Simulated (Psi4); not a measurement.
**Two attempts at [CHO2]− (formate(1-))**

Wanted: the energy of [CHO2]− (formate(1-)), FNO-QCISD(T)/cc-pwCVDZ (density fitting).

The results are computed with Psi4 1.11.

4 further runs of the same task are left out: 4 set aside as unsound or not needed.

## (1) The molecule

The species is [CHO2]− (4 atoms), meant as a singlet with charge -1. As SMILES, `O=C[O-]`. The coordinates come from a GFN2-xTB relaxation.

Bond lengths: O1–C2 1.230 Å, C2–O3 1.230 Å, C2–H4 1.190 Å. Angles: O1–C2–O3 131.6°, O1–C2–H4 114.2°, O3–C2–H4 114.2°.

## (2) The input as first written

cho2.dat

```
memory 1600 mb

molecule {
  -1 1
  O     -1.175990     0.014290     0.420220
  C     -0.016140    -0.039450     0.015480
  O      0.782030    -0.972240    -0.052910
  H      0.410090     0.997400    -0.382790
  symmetry c1
  no_reorient
  no_com
}

set {
  basis cc-pwCVDZ
  scf_type df
  freeze_core true
  docc [13]
}

e_tot = energy('fno-qcisd(t)')
```

The run is started by

```sh
psi4 cho2.dat cho2.out -n 1
```

cho2.out:

```text
Psi4 1.11 release

   => Loading Basis Set <=

    Name: CC-PWCVDZ
    Role: ORBITAL
    Keyword: BASIS

RuntimeError:
Fatal Error: Got 13 alpha electrons, expected 12.
DOCC and SOCC must specify the occupation of all electrons or none.

Printing out the relevant lines from the Psithon --> Python processed input file:
    core.IO.set_default_namespace("")
    core.set_global_option("BASIS", "cc-pwCVDZ")
    core.set_global_option("SCF_TYPE", "df")
    core.set_global_option("FREEZE_CORE", "true")
    core.set_global_option("DOCC", [13])
--> e_tot = energy('fno-qcisd(t)')

!----------------------------------------------------------------------------------!
!                                                                                  !
! Fatal Error: Got 13 alpha electrons, expected 12.                                !
! DOCC and SOCC must specify the occupation of all electrons or none.              !
!                                                                                  !
!----------------------------------------------------------------------------------!

    Psi4 run time: 0:00:00.15
```

Wall time 2.4 s (1 thread of Intel Xeon Platinum 8259CL at 2.50GHz (Skylake/Cascade Lake), shared host); peak memory 0.14 GiB.

## (3) Reading the log

The input was rejected.

The log says `Fatal Error: Got 13 alpha electrons, expected 12.`. The fault: the orbital occupation or active space doesn't match the electron count or the lowest state. To mend it: docc at its default in place of (13).

## (4) The mended input

cho2.inp

```
memory 1.6 GB

molecule {
  -1 1
  O     -1.175990     0.014290     0.420220
  C     -0.016140    -0.039450     0.015480
  O      0.782030    -0.972240    -0.052910
  H      0.410090     0.997400    -0.382790
  symmetry c1
  no_reorient
  no_com
}

set globals {
  basis cc-pwCVDZ
  scf_type df
  freeze_core true
}

energy('fno-qcisd(t)')
```

The run is started by

```sh
psi4 -n 1 cho2.inp cho2.out
```

cho2.out:

```text
[...]
  Running in c1 symmetry.
[...]
  Nuclear repulsion =   63.251255600489685
[...]
  Multiplicity = 1
[...]
  Nalpha       = 12
  Nbeta        = 12
[...]
    Number of basis functions: 59
[...]
   @DF-RHF iter   1:  -188.06866953822978   -8.13679e-01   1.00403e-02 ADIIS/DIIS
[...]
   @DF-RHF iter  12:  -188.19600954227400   -5.11591e-13   1.42182e-09 DIIS
[...]
    Orbital Energies [Eh]
    ---------------------
    Doubly Occupied:
       1A    -20.254088     2A    -20.254049     3A    -11.107204
       4A     -1.145105     5A     -1.047175     6A     -0.513691
       7A     -0.407257     8A     -0.368017     9A     -0.327577
      10A     -0.181992    11A     -0.160558    12A     -0.153192
[...]
  @DF-RHF Final Energy:  -188.19600954227400
   => Energetics <=
    Nuclear Repulsion Energy =             63.2512556004896851
    One-Electron Energy =                -391.0547183661994382
    Two-Electron Energy =                 139.6074532234357548
    Total Energy =                       -188.1960095422739982
[...]
 Multipole Moments:
 ------------------------------------------------------------------------------------
     Multipole            Electronic (a.u.)      Nuclear  (a.u.)        Total (a.u.)
 ------------------------------------------------------------------------------------
 L = 1.  Multiply by 2.5417464519 to convert [e a0] to [Debye]
 Dipole X            :          5.7544856           -5.3638553            0.3906303
 Dipole Y            :         13.9940326          -13.0445905            0.9494421
 Dipole Z            :         -5.3688711            5.0050719           -0.3637992
 Magnitude           :                                                    1.0892117
[...]
      * MP2 total energy:                   -188.709465154473
[...]
      * MP2 total energy:                   -188.709465154473
[...]
      * MP3 total energy:                   -188.704888930596
[...]
      * QCISD total energy:                 -188.717516086820
[...]
```

Run time: 12 s. Hardware: 1 thread of Intel Xeon Platinum 8259CL at 2.50GHz (Skylake/Cascade Lake), shared host; peak memory 0.31 GiB.

## (5) Outcome

At FNO-QCISD(T)/cc-pwCVDZ (density fitting):

| quantity | value |
| --- | --- |
| total energy | -188.73290 Eh |
| HOMO energy (Hartree–Fock orbitals) | -4.17 eV |
| LUMO energy (Hartree–Fock orbitals) | 11.81 eV |
| HOMO–LUMO gap (to an unbound level, set by the basis) | 15.98 eV |
| correlation energy (3 core orbitals frozen) | -536.9 mEh |
| T1 diagnostic | 0.019 |
